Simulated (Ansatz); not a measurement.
C3H5NO (`CC1(O)C=N1`), relaxed with RKS PBE-D4/def2-SVP in Ansatz from a rough embedded geometry. The force threshold is 0.03 eV/Å; the program also tests the step.

Total charge 0; spin multiplicity 1.

Start:

```xyz
10

C    -0.046   -0.786   -0.941
C     0.104    0.204    0.133
O     1.026    1.211   -0.159
C    -0.320    0.172    1.499
N    -1.167    0.760    0.793
H     0.914   -1.334   -1.080
H    -0.756   -1.586   -0.593
H    -0.394   -0.366   -1.817
H     0.603    2.076   -0.231
H     0.037   -0.350    2.397
```

```
        step  energy (eV)  largest force (eV/Å)  largest move (Å)
           1   -6714.0324                 3.335             0.000
           2   -6714.3865                 1.188             0.097
           3   -6714.5050                 0.445             0.096
           4   -6714.5279                 0.191             0.058
           5   -6714.5332                 0.085             0.030
           6   -6714.5386                 0.230             0.071
           7   -6714.5391                 0.790             0.107
           8   -6714.5574                 0.572             0.200
9 (rejected)   -6714.0841                 5.189             0.200
          10   -6714.5810                 0.153             0.100
          11   -6714.5830                 0.111             0.061
          12   -6714.5836                 0.261             0.043
          13   -6714.5850                 0.019             0.007
```

End:

```xyz
10

C    -0.052   -0.855   -0.958
C     0.044    0.259    0.051
O     0.879    1.268   -0.425
C    -0.255    0.127    1.465
N    -1.203    0.691    0.812
H     0.950   -1.292   -1.149
H    -0.730   -1.652   -0.604
H    -0.435   -0.456   -1.919
H     0.839    2.013    0.204
H    -0.036   -0.105    2.523
```

Run time 24 s (2 threads of an Arm Neoverse V1 on a shared host); peak host memory 0.18 GiB.
